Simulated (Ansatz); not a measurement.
`C/C=C/CF` → `C=CCF` + `[CH2]` (triplet)  (formal loss of a carbene)

Gas-phase electronic energies from Ansatz, PBE0-D4/def2-TZVP geometries. CCSD(T)/CBS is the MP2 limit (def2-TZVPP, def2-QZVPP) plus CCSD(T) − MP2 in def2-TZVPP, frozen cores. This one scheme is used for every species. DFT in def2-TZVPP. Triplets are unrestricted, without spin–orbit coupling. Each species was taken in one conformer, which may not be the lowest.

`C/C=C/CF`:

```xyz
12

C    -1.037   -1.229    1.104
C    -0.194   -0.102    0.617
C     0.180    0.072   -0.643
C     1.021    1.194   -1.137
F     1.381    2.057   -0.124
H    -1.313   -1.906    0.293
H    -0.512   -1.809    1.869
H    -1.956   -0.859    1.569
H     0.133    0.625    1.355
H    -0.129   -0.637   -1.410
H     0.484    1.777   -1.896
H     1.943    0.817   -1.597
```

`C=CCF`:

Cartesian coordinates in Å:
```
C 1.290 0.361 0.332
C 0.219 -0.415 0.330
C -1.052 -0.109 -0.377
F -0.994 1.094 -1.044
H 2.187 0.078 0.870
H 1.300 1.302 -0.205
H 0.218 -1.359 0.872
H -1.282 -0.891 -1.111
H -1.886 -0.061 0.333
```

`[CH2]` (triplet):

Cartesian coordinates in Å:
```
C -0.021 -0.161 -0.223
H -0.596 0.748 -0.311
H 0.617 -0.587 0.535
```

```
             level  ΔE (eV)  difference from CCSD(T)/CBS
           BLYP-D4     4.54                        -0.07
           ωB97X-V     4.73                         0.12
           ωB97M-V     4.65                         0.04
              BLYP     4.42                        -0.19
           r2SCAN0     4.35                        -0.26
           LC-ωPBE     4.52                        -0.09
     CCSD/def2-SVP     4.38                        -0.23
  CCSD(T)/def2-SVP     4.47                        -0.14
SCS-MP2/def2-TZVPP     4.65                         0.04
    CCSD/CBS(def2)     4.50                        -0.11
       CCSD(T)/CBS     4.61                            0
```

Largest T1 diagnostic among the species: 0.011.

Leaving LDA and LC-ωPBE aside and taking each functional with its dispersion term where it has one, the values, not all of them listed here, spread over 0.37 eV, from r2SCAN0-D4 to ωB97X-V. LDA lies +0.78 eV from PBE without D4. From r2SCAN to r2SCAN0 (25 % exact exchange), in def2-TZVPP and without D4, ΔE moves by −0.04 eV. The D4 term adds +0.09 eV with B3LYP and +0.05 eV with PBE0; it sums over pairs of atoms, weighted by their polarisabilities, and B3LYP, whose exchange is more repulsive, gets the larger term.

B3LYP here is the variant with VWN-RPA as its local correlation; programs differ in this.
